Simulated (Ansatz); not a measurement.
# Abstraction of H: C3H9N + SiH3(SiH2) → C3H8N + SiH3(SiH3)

Gas-phase species: C3H9N (ethylmethylamine) `CCNC`, singlet; SiH3(SiH2), doublet; C3H8N `CC[N]C`, doublet; SiH3(SiH3) (disilane), singlet. A radical takes H: the energy is the difference in strength between the N–H bond broken and the Si–H bond made.

Shapes, held fixed at every level: PBE0-D4/def2-TZVP. Flexible molecules stand in one conformer, not always the lowest. Programs: Ansatz 0.2.0. The zero-point and thermal change to 298 K, harmonic and unscaled (PBE0-D4/def2-TZVP), is -14.5 kJ/mol.

| level | kind | ΔH(298 K) (kJ/mol) |
| --- | --- | --- |
| MP2/def2-TZVPP | perturbation theory | +41.7 |
| HF/def2-TZVPP | Hartree–Fock | -18.8 |
| SPW92/def2-TZVPP | LDA | +37.1 |
| PBE-D4/def2-TZVPP | GGA | +22.1 |
| r2SCAN-D4/def2-TZVPP | meta-GGA | +12.3 |
| wB97M-V/def2-TZVPP | range-separated hybrid | +14.6 |
| B2PLYP/def2-TZVPP | double hybrid | +16.1 |

B2PLYP/def2-TZVPP gives ΔH(298 K) = +16.1 kJ/mol; the levels span -18.8 to +41.7. They disagree on the sign: 6 of 7 are positive. The median of the levels is +16.1. No measured value is set beside it here. Open shells run unrestricted.
